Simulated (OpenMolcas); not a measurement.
# SiH3OF (SMILES O[SiH2]F): levels of theory compared

We compute a comparison of 6 runs (HF/3-21G, HF/aug-cc-pVDZ, B3LYP/6-31G*, B3LYP/aug-cc-pVDZ, BLYP/aug-cc-pVDZ, PBE0/aug-cc-pVDZ) of SiH3OF. 

The calculation is run with OpenMolcas 26.06.

1 further run of the same task is left out (set aside as unsound or not needed).

## 1. Starting point

SiH3OF has 6 atoms, charge 0, and is taken as a singlet. SMILES: `O[SiH2]F`. One bond was lengthened or shortened from a relaxed shape.

Bond lengths: O1–Si2 1.874 Å, Si2–F3 1.596 Å, O1–H4 0.958 Å, Si2–H5 1.474 Å, Si2–H6 1.482 Å. Angles: O1–Si2–F3 111.0°, O1–Si2–H5 106.4°, O1–Si2–H6 111.7°, F3–Si2–H5 108.2°, F3–Si2–H6 106.0°, Si2–O1–H4 119.1°, H5–Si2–H6 113.7°.

## 2. The energy at HF/3-21G (run 1)

File run.inp:

```
&GATEWAY
BasLib = $CurrDir
Coord
6
bohr
O     -1.96198925    -0.45198469    -2.04331173
Si     0.71488339    -0.01757445     0.23413707
F      0.34166248    -1.74383927     2.67925370
H     -3.58847653     0.22718287    -1.63040657
H      3.01524700    -0.86643943    -1.08810430
H      0.86001436     2.61840452     1.16709485
Basis = 3-21G
Group = NoSym
&SEWARD
&SCF
Thresholds = 1e-10 1e-07 1e-07 1e-05
PrOrbitals = 1 2
```

The basis set 3-21G is read from a file made from the Basis Set Exchange's data (not shown).

Run with:

```sh
$ export MOLCAS_MEM=1860
$ pymolcas run.inp > run.log
```

What it wrote:

```text
--- Start Module: gateway ---
[...]
--- Stop Module: gateway /rc=_RC_ALL_IS_WELL_ ---
--- Start Module: seward ---
[...]
      Basis functions           37
--- Stop Module: seward /rc=_RC_ALL_IS_WELL_ ---
[...]
--- Start Module: scf ---
[...]
       Convergence after  12 Iterations
[...]
::    Total SCF energy                               -462.5588598389
[...]
      Total spin, S                                     0.0000000000
[...]
      Total electronic charge=   34.000000
      Total            charge=   -0.000000
[...]
      Dipole Moment (debye):
      Origin of the operator (angstrom)=   -0.0369   -0.3116    0.1861
                   X= -4.2808E-02               Y=  2.0297E+00               Z=  2.4071E-01           Total=  2.0444E+00
      Quadrupole Moment (debye*angstrom):
[...]
--- Stop Module: scf /rc=_RC_ALL_IS_WELL_ ---
[...]
```

Run time: 3.9 s. Hardware: 1 thread of AMD EPYC 7R43 (Zen 3), shared host; peak memory 0.36 GiB.

## 3. The energy at HF/aug-cc-pVDZ (run 2)

File test.inp:

```
&GATEWAY
BasLib = $CurrDir
Coord
6
angstrom
O       -1.038240      -0.239180      -1.081274
Si       0.378300      -0.009300       0.123900
F        0.180800      -0.922800       1.417800
H       -1.898940       0.120220      -0.862774
H        1.595600      -0.458500      -0.575800
H        0.455100       1.385600       0.617600
Basis = aug-cc-pVDZ
Group = NoSym
&SEWARD
&SCF
Thresholds = 1e-10 1e-07 1e-07 1e-05
PrOrbitals = 1
```

The basis set aug-cc-pVDZ is read from a file made from the Basis Set Exchange's data (not shown).

Run with:

```sh
$ export MOLCAS_MEM=1860
$ pymolcas test.inp > test.log
```

What it wrote:

```text
--- Start Module: gateway ---
[...]
--- Stop Module: gateway /rc=_RC_ALL_IS_WELL_ ---
--- Start Module: seward ---
[...]
      Basis functions          100
--- Stop Module: seward /rc=_RC_ALL_IS_WELL_ ---
[...]
--- Start Module: scf ---
[...]
       Convergence after  13 Iterations
[...]
::    Total SCF energy                               -465.0868605331
[...]
      Total spin, S                                     0.0000000000
[...]
      Total electronic charge=   34.000000
      Total            charge=   -0.000000
[...]
      Dipole Moment (debye):
      Origin of the operator (angstrom)=   -0.0369   -0.3116    0.1861
                   X=  2.8809E-01               Y=  1.6670E+00               Z=  3.3528E-01           Total=  1.7246E+00
      Quadrupole Moment (debye*angstrom):
[...]
--- Stop Module: scf /rc=_RC_ALL_IS_WELL_ ---
[...]
```

Wall time 12 s (1 thread of AMD EPYC 7R43 (Zen 3), shared host); peak memory 0.56 GiB.

Runs 3 to 5 aren't shown in full; the table further down has their settings and results.

## 4. A single-point energy at PBE0/aug-cc-pVDZ (run 6)

File input.xyz:

```xyz
6

O     -1.038240    -0.239180    -1.081274
Si     0.378300    -0.009300     0.123900
F      0.180800    -0.922800     1.417800
H     -1.898940     0.120220    -0.862774
H      1.595600    -0.458500    -0.575800
H      0.455100     1.385600     0.617600
```

File calc.input:

```
* FH3OSi Kohn-Sham DFT

&gateway
 baslib = $CurrDir
 coord = input.xyz
 basis = aug-cc-pVDZ
 group = NoSym

&seward
 gridinput
 Grid=UltraFine
 End of Grid

&scf
 ksdft = PBE0
 thresholds = 1e-10 1e-07 1e-07 1e-05
 prorbitals = 1 2
```

The basis set aug-cc-pVDZ is read from a file made from the Basis Set Exchange's data (not shown).

Run with:

```sh
$ export MOLCAS_MEM=1860
$ pymolcas calc.input > calc.log
```

What it wrote:

```text
--- Start Module: gateway ---
[...]
--- Stop Module: gateway /rc=_RC_ALL_IS_WELL_ ---
--- Start Module: seward ---
[...]
      Basis functions          100
--- Stop Module: seward /rc=_RC_ALL_IS_WELL_ ---
[...]
--- Start Module: scf ---
[...]
       Convergence after  13 Iterations
[...]
::    Total KS-DFT energy                            -466.1617804548
[...]
      Total spin, S                                     0.0000000000
[...]
      Total electronic charge=   34.000000
      Total            charge=   -0.000000
[...]
      Dipole Moment (debye):
      Origin of the operator (angstrom)=   -0.0369   -0.3116    0.1861
                   X=  1.8593E-01               Y=  1.4848E+00               Z=  2.6891E-01           Total=  1.5203E+00
      Quadrupole Moment (debye*angstrom):
[...]
--- Stop Module: scf /rc=_RC_ALL_IS_WELL_ ---
[...]
```

Run time: 37 s. Hardware: 1 thread of AMD EPYC 7R43 (Zen 3), shared host; peak memory 0.56 GiB.

## 5. All runs side by side

```csv
run,level,integration grid,energy (Eh),dipole moment (D),HOMO energy (eV),LUMO energy (eV),wall time
1,HF/3-21G,–,-462.558860,2.04,-12.77,4.61,3.9 s
2,HF/aug-cc-pVDZ,–,-465.086861,1.72,-13.25,1.01,12 s
3,B3LYP/6-31G* (spherical functions),UltraFine,-466.427634,1.54,-8.23,0.31,16 s
4,B3LYP/aug-cc-pVDZ,UltraFine,-466.485685,1.52,-8.77,-0.78,44 s
5,BLYP/aug-cc-pVDZ,UltraFine,-466.436835,1.43,-7.26,-1.25,39 s
6,PBE0/aug-cc-pVDZ,UltraFine,-466.161780,1.52,-9.04,-0.50,37 s
```

## 6. Summary of results

| quantity | value |
| --- | --- |
| run 6: total energy | -466.16178 Eh |
| run 6: dipole moment | 1.52 D |
| run 6: HOMO energy | -9.04 eV |
| run 6: LUMO energy | -0.50 eV |
| run 6: HOMO–LUMO gap | 8.55 eV |

The dipole moment (its size) runs from 1.43 D (BLYP/aug-cc-pVDZ) to 2.04 D (HF/3-21G). The two ends differ in method and basis. The HOMO–LUMO gap runs from 6.01 eV (BLYP/aug-cc-pVDZ) to 17.38 eV (HF/3-21G). Totals of different functionals can't be ranked against each other. All runs together took 2.5 min, the longest 44 s.
